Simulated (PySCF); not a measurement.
## Ionisation energy of Ne by level of theory

Ne [Ne] (1S) → Ne⁺ [He] 2s2 2p5 (2P), as a difference of total energies. Calculation: PySCF 2.14, in x2c-QZVPPall with one added diffuse shell each of s, p, d, f type (8s5p4d3f1g, 73 functions); scalar relativity by spin-free X2C-1e. Correlated levels: valence and next inner shell: nothing frozen. The calculations carry no spin-orbit coupling.

```tsv
method	ionisation energy (eV)	error (eV)
UHF	19.639	-1.958
MP2 (valence and next inner shell)	21.699	+0.102
SCS-MP2 (valence and next inner shell)	21.554	-0.043
CCSD (valence and next inner shell)	21.424	-0.173
CCSD(T) (valence and next inner shell)	21.495	-0.102
```

Reference: 21.597 eV (measured; NIST levels, between the centres of gravity of the two terms).

Errors of the correlated levels include the incompleteness of this basis.
